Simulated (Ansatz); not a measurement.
Species: HO (charge -1, singlet). Whether it binds its extra electron was not tested at this geometry. 
Coordinates optimised at B3LYP-D3(BJ)/def2-TZVP (Ansatz, a program for electronic structure):
SMILES: [OH-]
```xyz
2

O      0.0000     0.0000    -0.1078
H      0.0000     0.0000     0.8624
```
Charge -1, spin multiplicity 1.

Basis-set convergence of Hartree-Fock and CCSD(T) correlation energies (hartree) with Ansatz. Cores are frozen in the correlated levels unless marked. Spin-orbit coupling is left out. Non-relativistic. This anion needs diffuse functions, which these sets lack.

```tsv
basis	functions	E(HF)	E(corr, CCSD(T))
def2-SVP	19	-75.26760	-0.20471
def2-TZVPP	45	-75.39953	-0.27805
def2-QZVPP	87	___	___
```

### Question
Some entries are withheld; supply them.

### Answer

- def2-QZVPP, E(HF): -75.41180
- def2-QZVPP, E(corr, CCSD(T)): -0.30385
